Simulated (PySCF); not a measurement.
**TDDFT excited states: Cl2**

Species: Cl2.
InChI=1S/Cl2/c1-2

The calculation used TDDFT CAM-B3LYP/aug-cc-pVTZ, vertical, gas phase, core orbitals frozen in the response in PySCF. Geometry: PBE0-D3(BJ)/def2-TZVP; no solvent, vibrations or thermal averaging.

```csv
state,E (eV),ν̃ (cm⁻¹),f,symmetry,"main configurations (H = HOMO, L = LUMO)"
S1,3.72,30010,0.0008,–,H-1/H→L (≥95%)
S2,3.72,30010,0.0008,–,H-1/H→L (≥95%)
S3,6.70,54050,0.0000,–,H-3/H-2→L (98%)
S4,6.70,54050,0.0000,–,H-3/H-2→L (98%)
S5,8.36,67400,0.0000,–,"H-1/H→L+2 (≥80%), H-1/H→L+5 (≥11%)"
S6,8.36,67400,0.0000,–,"H-1/H→L+2 (≥80%), H-1/H→L+5 (≥11%)"
S7,9.09,73320,0.059,Πu,H-1/H→L+1 (≥90%)
S8,9.09,73320,0.059,Πu,H-1/H→L+1 (≥90%)
S9,9.24,74520,0.325,Σu+,"H-1/H→L+4 (≥37%), H-1/H→L+3 (≥37%), H-4→L (22%)"
```

Triplets (Tamm–Dancoff): T1 2.90 eV, H-1/H→L (≥93%); T2 2.90 eV, H-1/H→L (≥93%); T3 5.80 eV, H-3/H-2→L (≥96%); T4 5.80 eV, H-3/H-2→L (≥96%).

The lowest singlet level (S1/S2) comes at 333 nm (359 kJ/mol) in the ultraviolet; it is very weak. The strongest level in the table is S9 at 9.24 eV (134 nm, f = 0.325). It is the last of those listed, so stronger ones may follow. S1/S2, S3/S4, S5/S6 and S7/S8 lie within about 0.01 eV of each other in each set; the point group D∞h has degenerate representations, and within a degenerate level the listed configurations can mix freely. Orbital energies (eV): HOMO-3 -13.16, HOMO-2 -13.16, HOMO-1 -10.13, HOMO -10.13, LUMO -1.94, LUMO+1 1.69, LUMO+2 1.73. The oscillator strengths of these states sum to 0.444; summed over the whole spectrum of an exact calculation they would give the number of electrons, 34 (Thomas–Reiche–Kuhn). The listed states span 5.52 eV, and the widest gap between neighbours is 2.98 eV (S2 to S3). Symmetry labels in D∞h follow from the direction of the transition dipole and are given only for states with f of 0.002 or more. Orbitals of the list HOMO-3 to LUMO+2 that lie within 0.01 eV of each other are written together with a slash and their weights summed (≥ marks a lower bound); for degenerate orbitals outside that list single weights are arbitrary. Only the lowest 10 singlets were computed, as vertical energies without vibronic structure. The highest level found (9.28 eV, f 0.0000 so far) is left out, since the window may have cut off a degenerate partner.

Time: 3.3 s of wall time; peak memory 0.34 GiB. Hardware: one thread of an Intel Xeon Platinum 8375C at 2.90 GHz, shared host with 64 logical CPUs at a one-minute load of 77.
